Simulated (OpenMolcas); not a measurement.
**Which level was it?**

BF: 2 atoms, total charge 0, spin state singlet. SMILES: `[B]F`. The shape is that of a PBE0-D4/def2-TZVP optimisation.

| atom | x (Å) | y (Å) | z (Å) |
| --- | --- | --- | --- |
| B | 0.0000 | 0.0000 | -0.0094 |
| F | 0.0000 | 0.0000 | 1.2537 |

Orbital energies are those of the mean-field step.

A calculation with OpenMolcas 26.06 gave:

* total energy: -122.8279 Eh
* dipole moment: 1.58 D
* HOMO energy: -2.61 eV
* LUMO energy: 2.90 eV
* HOMO–LUMO gap: 5.50 eV

Question: Which of these levels gave the numbers?
A. SVWN5/STO-3G
B. r2SCAN/STO-3G
C. MP2/STO-3G
D. M06-2X/STO-3G

Answer: B. The others give -121.9287 Eh (SVWN5/STO-3G), -122.4182 Eh (MP2/STO-3G), -122.8781 Eh (M06-2X/STO-3G).
